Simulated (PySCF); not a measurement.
Zinc-blende AlN (metastable phase): correlation energy from several methods in one and the same small orbital space (PySCF; 2 atoms at the zone centre, 8 electrons in 26 orbitals, empty ones MP2 natural orbitals of a DZ basis, lattice constant set to 4.38 Å). It tests the methods against each other and lies far from the crystal's limit.

```tsv
method	E_corr (eV per atom)	share of full CI (%)	error (meV)
MP2	-2.1339	79.8	539
CCSD	-2.6040	97.4	69
CCSD(T)	-2.6508	99.2	23
CCSDT	-2.6612	99.5	12
CCSDT(Q)	-2.6712	99.9	2
full CI	-2.6734	100.0	0
```

The Hartree–Fock determinant has a weight of 0.88 in the full CI state.

MP2, (T) and (Q) use filled levels shifted down by the Madelung term, which in so small a cell is a large part of the gap, so these rows hang on it.
